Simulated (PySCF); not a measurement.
Run record: geometry optimisation, `FP(F)F`.

Method: PBE0-D3(BJ)/def2-SVP geometry optimisation, gas phase (PySCF 2.14.0). Start geometry: GFN2-xTB. The command runs a driver script over a list of jobs; the input below is this job's line of settings and its coordinates in Å.

Command:
```bash
OMP_NUM_THREADS=1 python probes_run.py task.json out
```

Input:
```
{"job": {"xc": "PBE0", "basis": "def2-SVP", "d3": "d3bj", "grid": 1, "shake": 0.01, "kind": "geom"}, "charge": 0, "multiplicity": 1}
F     -0.816140    -1.080330    -0.216170
P     -0.003480    -0.003570     0.634670
F      1.316520    -0.199930    -0.228020
F     -0.458910     1.258460    -0.223480
```

Output:
```
step   0  E = -640.20616800  max force = 0.022659
step   1  E = -640.20892151  max force = 0.007067
step   2  E = -640.20914091  max force = 0.006424
step   3  E = -640.20927621  max force = 0.001112
step   4  E = -640.20928998  max force = 0.000211
optimisation converged
```

Energies in Eh; «max force» is the largest Cartesian gradient component in Eh/bohr.

Task: How much energy does the optimisation release, in kJ/mol?

Result: E(step 0) − E(last step) = 0.003122 Eh, which is 8.2 kJ/mol.

Task: Give the first gradient maximum in eV/Å.

Result: With 1 Eh/bohr = 51.422 eV/Å, 1.165 eV/Å.

In short: final energy -640.20929 Eh after 4 steps; dipole 1.30 D.

Task: Give the final coordinates.

Result: 0.051 Å rms from the input after alignment:
```
atom  x, y, z in Å
F1    -0.8266   -1.0649   -0.3780
P2     0.0177   -0.1071    0.5791
F3     1.3789   -0.1382   -0.2532
F4    -0.5321    1.2822    0.0171
```

Task: Estimate the wall time. Hardware: Arm Neoverse V1, one thread, on a shared host. And the peak memory of the process?

Result: About 4.5 s, with 0.28 GiB resident at the peak, the Python interpreter and its libraries included.
Labels such as C1 count atoms from 1, the log's own numbers from 0.
